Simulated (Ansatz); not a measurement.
**C–SiH–Cl, triplet in cc-pVDZ: errors against UCCSDT(Q)**

Geometry: a PBE0/def2-TZVP stationary point for this spin, not checked as a minimum.

```xyz
4

C     0.0000   -0.6614    2.1374
Si    0.0000    0.4102    0.6768
Cl    0.0000   -0.1549   -1.2791
H     0.0000    1.8982    0.6640
```

Basis cc-pVDZ; Ansatz 0.2.0. Correlated methods freeze the noble-gas cores, which leaves 16 electrons in 44 orbitals. Prefix R: restricted or restricted open-shell reference; prefix U: unrestricted.

Full CI isn't at hand for all of this; UCCSDT(Q) serves as the reference, and is uncertain by about the last step of the cluster series. The frozen core follows each run's orbitals, which can shift R against U totals by a few meV.

HF rows are the lowest solutions found. Coupled cluster chose its determinant by trial CCSD, here up to 0.12 eV above the lowest Hartree–Fock solution of its kind, and MP2 stands on that determinant too. For open shells CISD is restricted-active-space CI with the open shells as a complete middle space.

```
UHF ⟨S²⟩                            : 2.624
⟨S²⟩ of the determinant under UCCSD : 2.012
T1 diagnostic (RCCSD)               : 0.0196
largest doubles amplitude (RCCSD)   : 0.053
T1 diagnostic (UCCSD)               : 0.0195
```

```tsv
level	E − E(UCCSDT(Q)) (meV)	share of correlation (%)	wall time
RHF	9775	0.00	–
UHF†	9556	–	2 s
RMP2	1483	84.83	–
UMP2	1503	84.62	–
CISD	1398	85.69	9 s
RCCSD	380	96.12	–
UCCSD	377	96.14	–
RCCSD(T)	75	99.23	11 s
UCCSD(T)	76	99.22	12 s
BCCD(T)	76	99.23	12 s
RCCSDT	28	99.71	–
UCCSDT	28	99.72	–
RCCSDT(Q)	3	99.97	32 s (H100)
```

A dagger marks rows that describe another state than the reference (another or a broken symmetry, a higher spin or other natural occupations), so the difference isn't the method's error.

The correlation energy at UCCSDT(Q), counted from RHF, is -9.775 eV. That run took 28 s on 2 threads of AMD EPYC 7R13 with a shared H100 80 GB, shared host.

Times hold each run's SCF and search for its determinant on a shared host, so for small cases they say little of a method's own cost; rows without a card ran on 1 thread of AMD EPYC 7R13.

Atomization energy (electronic, same basis, no zero-point term; atoms at the same level, unrestricted beside the R rows where the molecule is a closed shell, with restricted open-shell steps beyond CCSDT(Q)) at UCCSDT(Q): 860.4 kJ/mol. Errors of other levels:

```csv
level,error (kJ/mol)
RHF,-209.6
RMP2,17.7
UMP2,15.7
CISD,-111.0
RCCSD,-24.8
UCCSD,-25.4
RCCSD(T),-4.1
UCCSD(T),-4.4
BCCD(T),-4.2
RCCSDT,-2.0
UCCSDT,-2.1
RCCSDT(Q),-0.1
```

This basis is far from its limit, so the value isn't to be set against a measured one. Truncated CI isn't size-consistent, which counts against it in atomization.
